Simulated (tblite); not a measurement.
Species: C3H9P.
Numbering: `[CH3:1][P:2]([CH3:3])[CH3:4]` (hydrogens: H5, H6, H7 on C1; H8, H9, H10 on C3; H11, H12, H13 on C4)

Computed values, GFN2-xTB/tblite, gas phase, harmonic and unscaled. The method is semi-empirical: single wavenumbers can be off by several per cent or more.

Harmonic wavenumbers (cm⁻¹): 141.0, 186.2, 186.6, 253.3, 253.9, 318.2, 681.2, 735.1, 735.3, 790.8, 830.6, 830.7, 924.4, 924.5, 960.6, 1321.7, 1321.8, 1322.0, 1437.6, 1452.5, 1452.6, 1458.5, 1458.6, 1470.5, 2984.2, 2984.5, 2992.2, 3011.4, 3020.0, 3020.2, 3021.5, 3022.3, 3022.5.

A = 5796, B = 5790, C = 3780 MHz; mass 76.044 u (most abundant isotopes); point group C3v, symmetry number 3.

Task: Zero-point energy?

Result: ½Σν̃ = 24264 cm⁻¹ = 69.37 kcal/mol.

Task: Entropy at 350 K, 1 bar (ideal gas, RRHO, classical rotation)?

Result: Translation 39.72, rotation 23.64, vibration 17.04: S = 80.4 cal/(mol K).

Task: And Cp and H(350 K) − H(0)?

Result: Cp = 28.40 cal/(mol K), of which vibrations give 20.45 (their classical limit is 33 R = 65.6); H(350 K) − H(0) = 6.23 kcal/mol without the zero-point energy, 3.45 from vibrations.

Task: How do the functions run with temperature in this model?

Result: 
```csv
T (K),S (cal/(mol K)),Cp (cal/(mol K)),H − H(0) (kcal/mol),G − H(0) (kcal/mol),ln q(vib)
50,48.2,9.2,0.41,-2.00,0.03
100,56.0,13.5,0.98,-4.61,0.35
298.15,76.1,25.3,4.84,-17.85,2.89
373.15,82.3,29.7,6.90,-23.79,3.95
500,91.9,36.4,11.11,-34.85,5.76
750,108.7,46.2,21.51,-59.98,9.31
1000,122.9,53.0,33.96,-88.97,12.69
```

q(vib) and H(0) count from the zero-point level.

Task: What must be added to the electronic energy to get the Gibbs energy at 350 K and 1 bar?

Result: ZPE + [H(350 K) − H(0)] − T·S = 69.37 + 6.23 − 28.14 = 47.46 kcal/mol.

Task: Which modes carry the vibrational entropy at 350 K?

Result: 141.0 cm⁻¹: 3.10; 186.2 cm⁻¹: 2.57; 186.6 cm⁻¹: 2.56; 253.3 cm⁻¹: 1.99; 253.9 cm⁻¹: 1.99; 318.2 cm⁻¹: 1.59 cal/(mol K); the other 27 give 3.24 together.

Task: Blend soft modes into free rotors: weight 1/[1 + (100 cm⁻¹/ν̃)⁴] for the oscillator and the rest for a rotor with moment μB/(μ + B), μ = h/(8π²ν), B = 10⁻⁴⁴ kg m². What vibrational entropy results?

Result: 16.94 cal/(mol K) in place of 17.04, which changes −T·S at 350 K by +0.04 kcal/mol.

Hindered rotation and anharmonicity are outside this model.

Hardware: one thread of an Arm Neoverse V2, on a shared host. The figure is for the frequency step alone.
